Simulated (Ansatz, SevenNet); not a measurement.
For hcp Ru, the machine-learned potential SevenNet-0 (trained on PBE and PBE+U data) gives:

| Quantity | Value |
|---|---|
| lattice constant a | 2.739 Å |
| c axis length | 4.293 Å |

What does r²SCAN-D4 (plane waves, PAW; Ansatz, a first-principles code) give for the same quantities?


- lattice constant a: 2.699 Å (decreases by 1.5 %)
- lattice parameter c: 4.256 Å (drops by 0.9 %)

For comparison: lattice constant a 2.706 Å (measured, 293 K, no zero-point or thermal correction, our sources range from 2.700 to 2.706; as tabulated in Wikipedia's data pages); lattice parameter c 4.282 Å (measured, 293 K, not corrected to a static lattice; as tabulated in Wikipedia's data pages).

Changes are worked out from the printed values.

Unless a cell is named, each level is at its own relaxed cell (SevenNet-0 13.95, r²SCAN-D4 13.43 Å³/atom).

Ansatz's density-functional and Hartree–Fock values are scalar-relativistic unless marked +SOC, with PAW data made under PBE.
